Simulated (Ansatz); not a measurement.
Geometry optimisation, RKS PBE/def2-mTZVP in Ansatz 0.2.0.

Input:

```yaml
crystal:
  periodic: [false, false, false]
  atoms:
    - { symbol: B, position_ang: [-0.08905, -0.154819, -0.08596] }
    - { symbol: F, position_ang: [-0.081961, -0.535794, 1.198679] }
    - { symbol: H, position_ang: [0.936154, 0.19461, -0.599231] }
    - { symbol: "N", position_ang: [-1.283914, -0.218631, -0.808752] }
    - { symbol: H, position_ang: [-2.167889, -0.471252, -0.374401] }
    - { symbol: H, position_ang: [-1.357795, 0.103434, -1.768155] }
    - { symbol: H, position_ang: [-0.130586, 2.012832, 0.94222] }
    - { symbol: H, position_ang: [-0.07266, 1.57592, 1.499798] }
basis:
  gaussian: { orbitals: def2-mTZVP }
hamiltonian:
  xc: pbe
relax:
  f_tol: 0.03
  max_steps: 50
```

Run as:

```bash
$ ansatz run input.yaml --threads 1 --pin off --max-ram 2048MiB --backend cpu --events-out ev --progress --plain --runs-dir out
```

Where does it end, and by what steps?

The forces met the threshold. The force dipped under the threshold on the way, but the program's further checks kept it going. After 28 steps the energy has fallen by 0.227 eV; H7 moved furthest, 1.68 Å.

```
step  energy less start (eV)  largest force component (eV/Å)  accepted
   0                  0.0000                           1.254       yes
   1                 -0.1530                           0.271       yes
   2                 -0.1816                           0.181       yes
   3                 -0.1961                           0.581       yes
   4                 -0.2148                           0.177       yes
   5                 -0.2179                           0.134       yes
   6                 -0.2201                           0.102       yes
   7                 -0.2209                           0.092       yes
   8                 -0.2214                           0.072       yes
   9                 -0.2218                           0.070       yes
  10                 -0.2221                           0.171       yes
  11                 -0.2226                           0.105       yes
  12                 -0.2233                           0.006       yes
  13                 -0.2238                           0.060       yes
  14                 -0.2241                           0.055       yes
  15                 -0.2246                           0.068       yes
  16                 -0.2249                           0.066       yes
  17                 -0.2253                           0.078       yes
  18                 -0.2247                           0.153        no
  19                 -0.2257                           0.068       yes
  20                 -0.2260                           0.050       yes
  21                 -0.2261                           0.065       yes
  22                 -0.2263                           0.046       yes
  23                 -0.2265                           0.021       yes
  24                 -0.2262                           0.151        no
  25                 -0.2266                           0.058       yes
  26                 -0.2264                           0.117        no
  27                 -0.2268                           0.019       yes
  28                 -0.2269                           0.024       yes
```

```xyz
8
Properties=species:S:1:pos:R:3
B -0.131 -0.392 -0.442
F -0.098 -0.177 0.896
H 0.905 -0.446 -1.048
N -1.365 -0.544 -1.080
H -2.257 -0.501 -0.591
H -1.448 -0.706 -2.079
H 0.074 2.994 2.288
H 0.073 2.278 2.061
```

Whether the end is a true minimum wasn't checked by a vibrational analysis.

Run time: 39 s on 1 thread of Arm Neoverse V2, on a shared host, peak memory 0.13 GiB.
